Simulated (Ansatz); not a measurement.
# C2H6N2: a ladder of functionals and wavefunction methods

The task here is to estimate one member of a computed series from the others.

Method: functionals in def2-TZVPP, the program's frozen cores in correlated methods; program: Ansatz 0.2.0, Gaussian basis.

The runs, in order: LDA (SPW92), PBE-D4, revPBE-D4, BLYP-D4, r2SCAN-D4, B97M-V, PBE0-D4, B3LYP-D4, r2SCANh-D4, r2SCAN0-D4, HSE06-D4, BHLYP-D4, CAM-B3LYP-D4, LC-ωPBE, ωB97X-V, ωB97M-V, B2PLYP, PBE-QIDH; CCSD(T)/def2-SVP; CCSD(T)/def2-TZVPP; MP2/def2-QZVPP; extrapolation to the limit; RPA on PBE.

## The geometry

All runs share one geometry, relaxed beforehand with PBE0-D4 in a triple-zeta def2 set.

SMILES `C=C(N)N`, 10 atoms, charge 0, spin multiplicity 1.

Atoms are counted from 1 here; the program's logs count them from 0.

Bond lengths: C1–C2 1.340 Å, C1–H5 1.081 Å, C1–H6 1.081 Å, C2–N3 1.391 Å, C2–N4 1.391 Å, N3–H7 1.010 Å, N3–H8 1.008 Å, N4–H9 1.010 Å, N4–H10 1.008 Å. Angles: C2–C1–H5 121.0°, C2–C1–H6 121.0°, H5–C1–H6 118.1°, C1–C2–N3 124.4°, C1–C2–N4 124.4°, N3–C2–N4 111.3°, C2–N3–H7 113.1°, C2–N3–H8 113.5°, H7–N3–H8 111.8°, C2–N4–H9 113.1°, C2–N4–H10 113.4°, H9–N4–H10 111.8°.

Set-up of the first run:

The input, in.yaml:

```yaml
crystal:
  periodic: [false, false, false]
  atoms:
    - {symbol: C, position_ang: [-1.234642, 0.309993, -0.399367]}
    - {symbol: C, position_ang: [0.005245, -0.004326, -0.000714]}
    - {symbol: N, position_ang: [0.747084, -1.066634, -0.506563]}
    - {symbol: N, position_ang: [0.716736, 0.689526, 0.972465]}
    - {symbol: H, position_ang: [-1.795198, -0.350254, -1.046623]}
    - {symbol: H, position_ang: [-1.703989, 1.231346, -0.083262]}
    - {symbol: H, position_ang: [1.197957, -1.613752, 0.213455]}
    - {symbol: H, position_ang: [0.230510, -1.646933, -1.148025]}
    - {symbol: H, position_ang: [1.672245, 0.880157, 0.704658]}
    - {symbol: H, position_ang: [0.247151, 1.519777, 1.296877]}
basis:
  gaussian: {orbitals: def2-TZVPP}
hamiltonian: {xc: lda}
output: {orbitals: {seedname: orbitals}}
```

The run is started by

```bash
ansatz run in.yaml --threads 2 --pin off --events-out ev --progress --plain --max-ram 4352MiB
```

Steps of the session up to this table: LDA; PBE-D4 (GGA); revPBE-D4 (GGA); BLYP-D4 (GGA); r2SCAN-D4 (meta-GGA); B97M-V (meta-GGA); B3LYP-D4 (hybrid); r2SCANh-D4 (hybrid); r2SCAN0-D4 (hybrid); HSE06-D4 (hybrid); BHLYP-D4 (hybrid); CAM-B3LYP-D4 (range-separated); LC-ωPBE (range-separated); ωB97X-V (range-separated); ωB97M-V (range-separated); B2PLYP (double hybrid); PBE-QIDH (double hybrid).

One of the session's tables, all rows but one given; the rest of the session is left out.

It belongs to the step «Orbital energies across the functionals». 

```
  functional  HOMO (eV)  LUMO (eV)  gap (eV)
 LDA (SPW92)      -4.69       0.07      4.77
      PBE-D4      -4.53       0.19      4.72
   revPBE-D4          ?          ?         ?
     BLYP-D4      -4.40       0.14      4.54
   r2SCAN-D4      -4.72       0.74      5.47
      B97M-V      -4.78       0.39      5.17
     PBE0-D4      -5.68       1.02      6.70
    B3LYP-D4      -5.48       0.64      6.13
  r2SCANh-D4      -5.16       1.09      6.25
  r2SCAN0-D4      -5.82       1.54      7.36
    HSE06-D4      -5.28       0.65      5.93
    BHLYP-D4      -6.72       1.59      8.31
CAM-B3LYP-D4      -7.02       1.75      8.77
     LC-ωPBE      -8.35       3.11     11.46
     ωB97X-V      -7.99       2.89     10.87
     ωB97M-V      -7.90       2.41     10.31
```

Estimate the missing values for revPBE-D4.

**Answer.** HOMO (eV): -4.46; LUMO (eV): 0.25; gap (eV): 4.72. In the column «HOMO (eV)» it lies between PBE-D4 (-4.53) and BLYP-D4 (-4.40).
